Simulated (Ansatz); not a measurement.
`C/C=N/CF` → `C=NCF` + `[CH2]` (triplet) at 500 K and 1 bar (formal loss of a carbene).

Calculated with Ansatz (gas phase, PBE0-D4/def2-TZVP geometries, no zero-point term in ΔE). CCSD(T)/CBS is the MP2 limit (def2-TZVPP, def2-QZVPP) plus CCSD(T) − MP2 in def2-TZVPP, frozen cores. This one scheme is used for every species. Triplets are unrestricted, without spin–orbit coupling. Each species was taken in one conformer, which may not be the lowest.

| species | CCSD(T)/CBS energy (Eh) | H − E (kJ/mol) | S (J/(mol·K)) |
| --- | --- | --- | --- |
| `C/C=N/CF` | -272.23199 | 274.5 | 371.1 |
| `C=NCF` | -232.96675 | 191.8 | 317.2 |
| `[CH2]` (triplet) | -39.09499 | 62.7 | 213.9 |

H − E and S are ideal-gas, rigid-rotor, harmonic terms from PBE0-D4/def2-TZVP, for one conformer and one mirror image of each species, with the whole ground term of open shells counted as degenerate. 1 Eh = 2625.50 kJ/mol, R = 8.31446 J/(mol·K).

Q: By hand: ΔE, ΔH, ΔS and ΔG.

A: ΔE = (-232.96675) + (-39.09499) − (-272.23199) = 0.17025 Eh = 447.0 kJ/mol. Δ(H − E) = 191.8 + 62.7 − 274.5 = -20.0, so ΔH = 427.0 kJ/mol. ΔS = 317.2 + 213.9 − 371.1 = 160.0 J/(mol·K). ΔG = 427.0 − 500 × (160.0)/1000 = 347.0 kJ/mol.

Q: By hand: the equilibrium constant, and the temperature at which ΔG would vanish if ΔH and ΔS stayed fixed.

A: log₁₀ K = −ΔG/(RT ln 10) = -36.3. ΔG = 0 at ΔH/ΔS = 2669 K, far beyond where these terms or the molecules hold.

The number of gas molecules changes by +1, which sets the sign of ΔS. A doubt of 5 kJ/mol in ΔE shifts log₁₀ K by 0.5 here. Other conformers and mirror images would add mixing entropy, several J/(mol·K) or more a flexible species. A triplet takes part, so the spin changes. These are equilibria of isolated gas molecules and say nothing of rates. Largest T1 diagnostic: 0.012 (customary marks: 0.02 for closed shells, 0.045 for open ones).
